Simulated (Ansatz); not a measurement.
in.yaml

```yaml
crystal:
  periodic: [false, false, false]
  atoms:
    - {symbol: Sb, position_ang: [0.000000, 0.000000, 0.000000]}
    - {symbol: H, position_ang: [0.000000, 0.000000, 2.045000]}
basis:
  gaussian: {orbitals: def2-SVP}
magnetization: {spin_polarized: true, initial_magnetization: 0}
hamiltonian: {xc: {name: BHLYP}}
```

```sh
$ ansatz run in.yaml --threads 1 --pin off --events-out ev --progress --plain --max-ram 2393MiB
```

Output:

```
385 factors; integrals over basis functions are off by at most 8.0e-4 eV
mean field evaluation 1: about -6549.0921 eV, gradient 2.9e0 eV
mean field evaluation 2: about -6549.1461 eV, gradient 1.5e0 eV
mean field evaluation 4: about -6549.1745 eV, gradient 3.0e-1 eV
mean field evaluation 8: about -6549.1751 eV, gradient 1.1e-3 eV
mean field evaluation 16: about -6550.1560 eV, gradient 4.9e-1 eV
mean field -6550.16376179 eV, -240.7140783853 hartree, gradient 6.4e-5 eV, S^2 1.007715; 3 other end points of the search recorded, 0 dependent functions left out
reference -6550.16387796 eV, -240.7140826545 hartree; 12, 12 occupied and 19, 19 virtual orbitals, 385 factors
Total energy: -6550.16387796 eV, -240.7140826545 hartree
```

Ran on 1 thread of Arm Neoverse V1, shared host: 1.5 s wall, 0.16 GiB peak host memory.
